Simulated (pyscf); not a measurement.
`[OH][B]([OH])[OH]` + `[H][H]` → `[OH2]` + `[OH][BH][OH]`, a four-centre exchange (singlet surface; B–O, H–H broken, H–O, B–H formed). Single points on ωB97X-D3(BJ)/def2-SVP structures (PySCF, gas phase). Energies in kcal/mol from the separated reactants.

Small-basis levels: PySCF, no dispersion term, spherical d functions. AM1 to PM7: differences of heats of formation from MOPAC, which are fitted to 298 K values and so differ in kind from electronic energies by zero-point and thermal terms. GFN2-xTB: tblite. Cost: rough CPU time at the saddle relative to B3LYP/6-31G*, from one job on a shared machine.

| level | barrier | reaction energy | cost |
|---|---|---|---|
| HF/STO-3G | 87.3 | +32.7 | 0.04 |
| MP2/6-31G* | 64.7 | +31.4 | 0.1 |
| SVWN5/6-31G* | 40.5 | +32.9 | 1.0 |
| PBE/6-31G* | 50.8 | +29.6 | 1 |
| PBE/def2-SVP | 44.5 | +28.8 | 2 |
| GFN2-xTB | 58.8 | +15.3 | under 0.02 |
| PM6 | 65.3 | +50.7 | under 0.02 |
| ωB97M-D3(BJ)/def2-TZVP | 54.5 | +25.4 | – |

Against the last row the barrier runs from -13.9 (SVWN5/6-31G*) to +32.9 kcal/mol (HF/STO-3G). ωB97M-D3(BJ)/def2-TZVP has limits of its own. The products may also form a dative adduct at HO–BH–OH; it and routes through it were not searched. At the saddle there is also a short B–H contact that neither side keeps. One saddle was located; it need not be the lowest between these sides.
